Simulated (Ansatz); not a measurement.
# CH3BS: the cost of one run

The runs use Ansatz 0.2.0, Gaussian basis; the settings change from run to run.

## Step 1: The geometry

The geometry comes from an earlier relaxation with PBE0-D4 in a triple-zeta def2 set; it is a stationary point.

SMILES `B1CS1`, 6 atoms, charge 0, spin multiplicity 1.

Atoms are counted from 1 here; the program's logs count them from 0.

Bond lengths: B1–C2 1.531 Å, B1–S3 1.737 Å, B1–H4 1.182 Å, C2–S3 1.862 Å, C2–H5 1.086 Å, C2–H6 1.086 Å. Angles: C2–B1–S3 69.1°, C2–B1–H4 148.6°, S3–B1–H4 142.3°, B1–C2–S3 60.7°, B1–C2–H5 121.2°, B1–C2–H6 121.2°, S3–C2–H5 114.2°, S3–C2–H6 114.2°, H5–C2–H6 113.5°, B1–S3–C2 50.2°.

## Step 2: PBEsol/def2-TZVPD

This run has high accuracy.

The input, in.yaml:

```yaml
crystal:
  periodic: [false, false, false]
  atoms:
    - {symbol: B, position_ang: [-0.479901, -0.723546, -0.240793]}
    - {symbol: C, position_ang: [0.229475, 0.595165, 0.079274]}
    - {symbol: S, position_ang: [0.993062, -1.010134, 0.634562]}
    - {symbol: H, position_ang: [-1.397432, -1.281263, -0.734767]}
    - {symbol: H, position_ang: [0.803997, 1.123231, -0.676683]}
    - {symbol: H, position_ang: [-0.107100, 1.232547, 0.892208]}
basis:
  gaussian: {orbitals: def2-TZVPD}
hamiltonian: {xc: {name: PBEsol}}
accuracy: high
output: {forces: true}
```

Command:

```sh
> ansatz run in.yaml --threads 2 --pin off --events-out ev --progress --plain --max-ram 4352MiB
```

**Question.** How long does this run take on 2 threads of Arm Neoverse V1, shared host, and how much memory does it need?

About 8 s, with a peak of 0.44 GiB.
